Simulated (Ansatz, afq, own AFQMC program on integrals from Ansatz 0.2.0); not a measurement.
**CPO, doublet in cc-pVDZ, levels against CCSDT(Q)**

```xyz
3

O     0.0000    0.0000   -1.3811
C     0.0000    0.0000   -0.2244
P     0.0000    0.0000    1.6056
```

Connectivity, by distances: O–C–P.

Basis cc-pVDZ. Only valence electrons are correlated. Ansatz 0.2.0 and our own AFQMC program on the same integrals; the CISD trial comes from CCSD amplitudes, and released means the phaseless constraint is let go. Uncertainties: one standard error, sampling alone.

Determinant: UHF, the one that the program's search chose, which needn't be the lowest solution. The geometry is a point of a scan.

No full CI on the walks' own integrals is used here; CCSDT(Q) serves as the reference and is uncertain by about the last step of the cluster series.

* T1 diagnostic: 0.0254
* weight of the determinant in the CISD state: 0.832
* ⟨S²⟩ of the determinant: 0.780
* size of the correlated space: 15 electrons in 39 orbitals

Reference: CCSDT(Q), correlation energy -11.805 eV. The released energy is read at 2.40 1/Eh (meV from the phaseless value at times in 1/Eh: 15 ± 36 at 0.24, 23 ± 28 at 0.51, -36 ± 32 at 0.99, -79 ± 42 at 1.62, 23 ± 73 at 2.40).

```csv
level,E − E(reference) (meV),share of correlation (%)
HF,11805.2,0.00
MP2,1049.8,91.11
CCSD,614.8,94.79
CCSD(T),95.0,99.20
CCSDT,58.5,99.50
ph-AFQMC/HF,3.1 ± 95.3,99.97
ph-AFQMC/CISD,47.1 ± 37.5,99.60
released AFQMC,70.3 ± 73.2,99.40
```

A walk keeps the symmetry of its determinant, which the program's search chose and which needn't be the lowest solution, so a lower state of the same spin and another symmetry isn't excluded. Released energies are given only where the last usable release times agree within the noise; a slower fall can still hide under it.
